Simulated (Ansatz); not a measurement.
A calculation with Ansatz (development build ahead of 0.2.0).

```yaml
crystal:
  periodic: [false, false, false]
  atoms:
    - { symbol: Mg, position_ang: [0.0, 0.0, 0.0] }
    - { symbol: O, position_ang: [0.0, 0.0, 1.72045] }
basis:
  gaussian: { orbitals: def2-SVP }
total_charge: 1
magnetization:
  initial_magnetization: 1
hamiltonian:
  xc: hf
correlation:
  method: ccsd_t
  frozen_orbitals: { Mg: 1, O: 1 }
```

The input is written out in the form of the current development build from the run's settings. Correlation on restricted open-shell orbitals is semicanonical, with singles.

The run gave:

```
Converged          : yes
Reference energy   : -274.01241 hartree
Correlation energy : -0.18042 hartree
Total energy       : -274.19283 hartree
Stability test     : minimum among restricted orbitals
```
